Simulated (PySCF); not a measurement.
GeO⁺, quartet: vertical spin and charge gaps

Geometry (PBE0/def2-TZVP stationary point for this spin):

```xyz
2

Ge    0.0000    0.0000    0.0000
O     0.0000    0.0000    2.4234
```

Basis cc-pVDZ; PySCF 2.14.0. Only valence electrons are correlated (noble-gas cores and the filled d shells of p-block atoms frozen). Prefix R: restricted or restricted open-shell reference. No spin–orbit coupling is included, and no scalar relativity.

Gaps are energies of the second state less the first, at fixed atoms, for a selection of the levels run; mean-field and cluster levels share one orbital occupation for each state, and full CI takes the lowest of the symmetries tried.

Sextet less quartet: 4.559 eV at RCCSDT.

| level | gap (eV) | error (meV) |
| --- | --- | --- |
| RHF | 3.843 | -716 |
| RMP2 | 4.432 | -127 |
| RCCSD | 4.579 | 20 |
| RCCSD(T) | 4.560 | 1 |
| PBE | 4.855 | 296 |
| r2SCAN | 4.460 | -99 |
| PBE0 | 4.787 | 228 |
| B3LYP | 5.127 | 568 |
| wB97M-V | 5.057 | 498 |
| B2PLYP | 4.948 | 389 |

In so small a basis the reference is far from its limit while semilocal and hybrid functionals are nearer theirs (RPA and double hybrids share part of the reference's basis error), so the functionals' errors here hold much of the reference's basis and frozen-core error, which can add to them or hide them.

Full CI isn't at hand for all of this; RCCSDT serves as the reference. It lacks quadruple excitations, which often exceed the step from CCSD(T) to CCSDT.
